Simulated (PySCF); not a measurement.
## How the method changes the constants of BO

State: ²Σ⁺ (doublet), unpaired electrons σ ↑. Set-up: B pcseg-2, O pcseg-2; no relativity (PySCF 2.14). De refers to B + O in their high-spin ground configurations, without counterpoise correction. The functionals are run spin-unrestricted. A positive dipole means B(−)O(+).

```
      Level  Re (Å)  ωe (cm⁻¹)  De (eV)  μ (D)
        UHF   1.179       2080     5.88  -2.82
    UHF-MP2   1.209       1907     8.92    n/a
UHF-SCS-MP2   1.205       1941     8.53    n/a
   UHF-CCSD   1.202       1932     7.96    n/a
UHF-CCSD(T)   1.209       1880     8.22    n/a
        PBE   1.213       1851     9.01  -2.19
     r²SCAN   1.204       1903     8.77  -2.34
      M06-L   1.202       1924     8.61  -2.16
      B3LYP   1.200       1921     8.46  -2.41
       PBE0   1.199       1940     8.50  -2.39
        M06   1.198       1951     8.51  -2.31
      ωB97X   1.200       1931     8.34  -2.44
```

Which functional lies closest to UHF-CCSD(T) in De, which farthest, and by how much do they differ from it?

Closest is ωB97X (-0.9 pm in Re, +2.7 % in ωe, +0.12 eV in De against UHF-CCSD(T) in the same basis), farthest PBE (+0.4 pm in Re, -1.5 % in ωe, +0.79 eV in De). CCSD(T) converges more slowly with the basis than the functionals do and binds too weakly in this one, so the order can change at the basis-set limit.

What does the step from GGA to meta-GGA do here, going from PBE to r²SCAN?

r²SCAN less PBE: -0.9 pm in Re, +2.8 % in ωe, -0.24 eV in De. 

What does second-order correlation do here, going from UHF to UHF-MP2?

UHF-MP2 less UHF: +3.0 pm in Re, -8.3 % in ωe, +3.04 eV in De. Correlation nearly always deepens the well. The bond lengthens, as in strong covalent bonds, where excitations into antibonding orbitals dominate.

Correlated steps freeze 2 core orbitals. The state was picked by a PBE0 search and need not be the measured ground state.
